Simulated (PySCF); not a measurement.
# Basis-set dependence of population analyses: `ClC=C1CCC1`

Species: C5H7Cl.
Geometry (PBE0-D3(BJ)/def2-SVP, Å), atoms numbered from 1 in this order:
```
atom  x, y, z in Å
Cl1    3.0117   -1.1330    0.6571
C2     1.9401    0.2225    0.5540
C3     0.6823    0.0914    0.1445
C4    -0.1450   -1.0848   -0.3057
C5    -1.3428   -0.1211   -0.5038
C6    -0.4598    1.0675   -0.0419
H7     2.3884    1.1728    0.8516
H8     0.2285   -1.5767   -1.2185
H9    -0.2787   -1.8648    0.4613
H10   -2.2047   -0.3260    0.1463
H11   -1.7031   -0.0457   -1.5391
H12   -0.2816    1.8427   -0.8043
H13   -0.7922    1.5702    0.8804
```

PBE0 throughout (PySCF), one geometry, spherical d and f functions. Isolated species at its PBE0-D3(BJ)/def2-SVP geometry, gas phase. The first 7 of 10 kinds of atom are listed.

Mulliken charges (e):

```csv
basis,functions,Cl1,C2,C3,C4,C5,C6,H7
STO-3G,41,-0.112,-0.088,+0.012,-0.154,-0.143,-0.153,+0.111
6-31G,72,+0.084,-0.527,+0.106,-0.319,-0.358,-0.318,+0.210
6-31G*,102,-0.013,-0.408,+0.186,-0.379,-0.356,-0.382,+0.211
def2-SVP,123,-0.123,-0.048,-0.179,+0.018,-0.075,+0.011,+0.063
"6-311+G(2d,p)",212,+0.088,-0.702,+1.412,-0.921,-0.034,-0.829,+0.146
def2-TZVP,234,-0.106,-0.090,-0.112,-0.142,-0.216,-0.140,+0.146
```

IAO charges (e):

| basis | functions | Cl1 | C2 | C3 | C4 | C5 | C6 | H7 |
| --- | --- | --- | --- | --- | --- | --- | --- | --- |
| STO-3G | 41 | -0.021 | -0.191 | -0.006 | -0.264 | -0.250 | -0.261 | +0.150 |
| 6-31G | 72 | -0.051 | -0.207 | +0.019 | -0.288 | -0.270 | -0.284 | +0.172 |
| 6-31G* | 102 | -0.044 | -0.198 | +0.014 | -0.274 | -0.258 | -0.271 | +0.164 |
| def2-SVP | 123 | -0.035 | -0.193 | +0.008 | -0.268 | -0.252 | -0.266 | +0.157 |
| 6-311+G(2d,p) | 212 | -0.041 | -0.208 | +0.012 | -0.282 | -0.266 | -0.278 | +0.168 |
| def2-TZVP | 234 | -0.038 | -0.208 | +0.012 | -0.282 | -0.266 | -0.279 | +0.167 |

Hirshfeld charges (e):

```tsv
basis	functions	Cl1	C2	C3	C4	C5	C6	H7
STO-3G	41	-0.142	+0.024	-0.010	-0.015	-0.018	-0.014	+0.043
6-31G	72	-0.071	-0.059	-0.005	-0.058	-0.054	-0.054	+0.056
6-31G*	102	-0.079	-0.050	-0.005	-0.059	-0.056	-0.056	+0.057
def2-SVP	123	-0.041	-0.057	-0.007	-0.070	-0.062	-0.064	+0.050
6-311+G(2d,p)	212	-0.043	-0.064	-0.016	-0.076	-0.068	-0.070	+0.057
def2-TZVP	234	-0.046	-0.060	-0.011	-0.077	-0.069	-0.071	+0.056
```

ESP-fitted charges (e):

```
        basis  functions     Cl1      C2      C3      C4      C5      C6      H7
       STO-3G         41  -0.152  -0.133  +0.214  -0.240  -0.001  -0.297  +0.126
        6-31G         72  -0.097  -0.364  +0.254  -0.201  -0.047  -0.252  +0.218
       6-31G*        102  -0.057  -0.467  +0.340  -0.223  -0.033  -0.281  +0.239
     def2-SVP        123  -0.037  -0.456  +0.303  -0.184  -0.018  -0.230  +0.230
6-311+G(2d,p)        212  -0.044  -0.517  +0.383  -0.233  +0.003  -0.290  +0.252
    def2-TZVP        234  -0.043  -0.500  +0.376  -0.231  +0.008  -0.287  +0.244
```

Q: Which scheme is steadiest as the basis changes?

A: Largest range over the bases for any column: IAO 0.03 e, Hirshfeld 0.10 e, ESP-fitted 0.38 e, Mulliken 1.59 e. IAO charges move least and Mulliken charges most, counted in e. Without the minimal STO-3G basis the ranges are IAO 0.02, Hirshfeld 0.04, ESP-fitted 0.15, Mulliken 1.59 e.

Q: How much do the charges still move between the two largest bases, 6-311+G(2d,p) and def2-TZVP?

A: At most, over all atoms: Mulliken 1.524 e, IAO 0.003 e, Hirshfeld 0.005 e, ESP-fitted 0.017 e.

Q: What do the same runs give for the total energy, the frontier levels and the dipole moment?

A: 
```
        basis  energy (Eh)  HOMO (eV)  LUMO (eV)  μ (D)
       STO-3G    -647.2014      -5.26       2.96   2.27
        6-31G    -654.4219      -6.71       0.33   2.37
       6-31G*    -654.4870      -6.65       0.26   2.14
     def2-SVP    -654.2256      -6.71       0.07   1.85
6-311+G(2d,p)    -654.5733      -6.83      -0.21   2.08
    def2-TZVP    -654.5898      -6.80      -0.11   2.01
```

The dipole is fixed by the density alone, so its range of 0.52 D shows that the density itself changes with the basis, not only its division among atoms.
